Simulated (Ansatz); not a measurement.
# BH3S2: the cost of one run

Method: UKS B3LYP-D4/def2-SVP, in Ansatz 0.2.0.

### Step 1. The starting structure

Bond lengths: B1–S2 2.204 Å, B1–S3 1.697 Å, B1–H5 1.154 Å, S2–H6 1.330 Å. Angles: B1–S2–H6 93.0°, S2–B1–S3 102.8°, S2–B1–H5 117.3°, S3–B1–H5 140.0°.

Coordinates:

```xyz
6

B    -0.6974   -0.0280   -0.6302
S     0.7738   -0.9964    0.6954
S     0.0695    1.4292   -1.0397
H     1.2474    0.5983    0.0237
H    -1.6808   -0.5968   -0.8331
H     0.2875   -0.4063    1.7838
```

### Step 2. Run 1

150 steps of 0.5 fs at constant energy, with velocities drawn for 300 K.

The input, input.yaml:

```yaml
crystal:
  periodic: [false, false, false]
  atoms:
    - { symbol: B, position_ang: [-0.6974, -0.028, -0.6302] }
    - { symbol: S, position_ang: [0.7738, -0.9964, 0.6954] }
    - { symbol: S, position_ang: [0.0695, 1.4292, -1.0397] }
    - { symbol: H, position_ang: [1.2474, 0.5983, 0.0237] }
    - { symbol: H, position_ang: [-1.6808, -0.5968, -0.8331] }
    - { symbol: H, position_ang: [0.2875, -0.4063, 1.7838] }
magnetization:
  spin_polarized: true
basis:
  gaussian: { orbitals: def2-SVP }
hamiltonian:
  xc: b3lyp
  dispersion: d4
md:
  timestep: 0.5
  n_steps: 150
  ensemble: nve
  temperature: 300.0
  initial_velocities: maxwell_boltzmann
  seed: 486707
```

Command:

```sh
ansatz run input.yaml --threads 1 --pin off --max-ram 2048MiB --backend cpu --events-out ev --progress --plain --runs-dir out
```

**Question.** How long does this run take on 1 thread of Arm Neoverse V1, shared host, and how much memory does it need?

About 8.2 min, with a peak of 0.15 GiB.
